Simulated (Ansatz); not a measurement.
The first iterations of a band of AlH6N + FH (10 atoms, charge 0, multiplicity 1).

These are results of RKS PBE0/cc-pVDZ in Ansatz, not measurements.

```yaml
movable_images: 5
climbing_image: yes
spring: 5.0 eV/Å²
optimiser: quadratic models (default)
start_path: through a guess of the saddle point
force_threshold: 0.05 eV/Å
iteration_limit: 60
end_points: relaxed
```

Image 0:

```xyz
10
Properties=species:S:1:pos:R:3
Al -0.526 -0.240 -1.083
H -0.695 -1.579 -0.144
H 0.729 -0.299 -2.076
H -1.915 0.420 -1.533
H 0.661 0.409 1.071
N 0.169 1.021 0.402
H 0.322 -1.603 0.866
F 0.990 -1.365 1.515
H 0.830 1.723 0.069
H -0.566 1.513 0.912
```

Image 6:

```xyz
10
Properties=species:S:1:pos:R:3
Al -0.425 0.094 -1.070
H -0.537 -1.866 -0.261
H 0.671 -0.309 -2.146
H -2.001 -0.010 -1.249
H 0.687 -0.008 1.329
N 0.190 1.140 0.338
H -0.088 -1.618 0.328
F 0.949 -0.856 1.749
H 1.031 1.692 0.167
H -0.479 1.742 0.816
```

| iteration | highest image above the first end (eV) | largest band force component (eV/Å) |
| --- | --- | --- |
| 1 | 2.068 | 3.693 |
| 2 | 1.170 | 2.002 |
| 3 | 0.916 | 1.376 |
| 4 | 0.815 | 0.758 |
| 5 | 0.780 | 4.663 |
| 6 | 0.778 | 0.981 |
| 7 | 0.743 | 0.605 |

Question: Does the band converge within its limit, and where does its top end?

Answer: The forces met the threshold. It ended after 21 iterations with the highest image 0.770 eV above the first end. A vibrational analysis at the climbing image gives one clearly imaginary mode, 765i cm⁻¹: a first-order saddle point. The orbitals stay closed-shell, which can raise the energy where a bond breaks towards radicals; this wasn't checked here.

Time of the run: 2.4 min on 2 threads of Arm Neoverse V2, on a shared host, peak memory 0.14 GiB.
